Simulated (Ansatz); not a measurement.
# GeS (Pnma, No. 62)

Computed with G0W0@PBEsol+SOC (hard PAW, contour deformation, complete-basis limit, spin–orbit shift from PBEsol; Ansatz, an electronic-structure program).

Numerical settings: largest k mesh 2×6×4 (not extrapolated in the mesh).

Cell (measured lattice):

```cif
data_Ge4S4
_chemical_formula_sum 'Ge4 S4'
_space_group_name_H-M_alt 'P 1'
_space_group_IT_number 1
_cell_length_a 10.47000
_cell_length_b 3.64100
_cell_length_c 4.29700
_cell_angle_alpha 90.000
_cell_angle_beta 90.000
_cell_angle_gamma 90.000
loop_
_space_group_symop_operation_xyz
  'x, y, z'
loop_
_atom_site_label
_atom_site_type_symbol
_atom_site_fract_x
_atom_site_fract_y
_atom_site_fract_z
_atom_site_occupancy
Ge1 Ge 0.62200 0.25000 0.37300 1
Ge2 Ge 0.87800 0.75000 0.87300 1
Ge3 Ge 0.12200 0.25000 0.12700 1
Ge4 Ge 0.37800 0.75000 0.62700 1
S1 S 0.84910 0.25000 0.50110 1
S2 S 0.65090 0.75000 0.00110 1
S3 S 0.34910 0.25000 0.99890 1
S4 S 0.15090 0.75000 0.49890 1
```

For GeS (Pnma, No. 62), the band gap comes out as 1.58 eV.

Measured, for comparison: band gap 1.65 eV (room temperature, not corrected to a static lattice, our sources range from 1.58 to 1.65; as tabulated in Setten et al. (2017), arXiv:1709.07349).

Note: filled d or f shells below the valence bands can shift G0W0 gaps through exchange with them, which wasn't tested here; spin–orbit coupling enters as the shift of the gap found with a semilocal functional; cell and atoms aren't relaxed at this level.
